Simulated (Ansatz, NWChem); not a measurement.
The same job for Ansatz

NWChem 7.3.0 runs this on doublet [BN2H5]−:

test.nw:
```
echo
start test
memory total 2200 mb
charge -1
geometry noautosym nocenter noautoz
N       -0.971000       0.516500      -0.581100
B        0.194200       0.386600       0.200500
N        0.848200      -0.845200       0.401400
H       -1.426800      -0.244500      -1.053400
H       -1.423900       1.400900      -0.713700
H        0.649700       1.368600       0.718000
H        1.676700      -0.919800       0.960900
H        0.545000      -1.720300       0.011600
end
basis spherical bse
* library 6-311+G**
end
dft
xc hfexch 0.53 becke88 0.47 lyp 0.73 mp2 0.27
dftmp2 semidirect
mult 2
grid fine
convergence energy 1e-08
iterations 100
mulliken
print low
end
mp2
freeze core 3
end
task dft energy
```

```bash
$ nwchem test.nw > test.out
```

The coordinates come from a PBE0-D4/def2-TZVP relaxation. That shape belongs to the parent species and isn't relaxed for this state.

It gives a total energy of -137.311187 Eh.

Translate the job to Ansatz 0.2.0 as an input file of the program's own.

One way, which was run:

job.yaml:
```yaml
crystal:
  periodic: [false, false, false]
  atoms:
    - {symbol: "N", position_ang: [-0.971000, 0.516500, -0.581100]}
    - {symbol: B, position_ang: [0.194200, 0.386600, 0.200500]}
    - {symbol: N, position_ang: [0.848200, -0.845200, 0.401400]}
    - {symbol: H, position_ang: [-1.426800, -0.244500, -1.053400]}
    - {symbol: H, position_ang: [-1.423900, 1.400900, -0.713700]}
    - {symbol: H, position_ang: [0.649700, 1.368600, 0.718000]}
    - {symbol: H, position_ang: [1.676700, -0.919800, 0.960900]}
    - {symbol: H, position_ang: [0.545000, -1.720300, 0.011600]}
basis:
  gaussian: {orbitals: 6-311+G_st__st_.json}
total_charge: -1
magnetization: {spin_polarized: true, initial_magnetization: 1}
hamiltonian: {xc: {name: B2PLYP}}
correlation: {frozen_orbitals: {B: 1, H: 0, "N": 1}}
accuracy: high
output: {orbitals: {seedname: orbitals}}
```

```bash
$ ansatz run job.yaml --threads 1 --pin off --max-ram 3480MiB --events-out events.jsonl --progress --plain --runs-dir runs
```

(Basis files named in the input come from the Basis Set Exchange and aren't shown.)

Its energy is -137.311189 Eh, 0.002 mEh from the first.
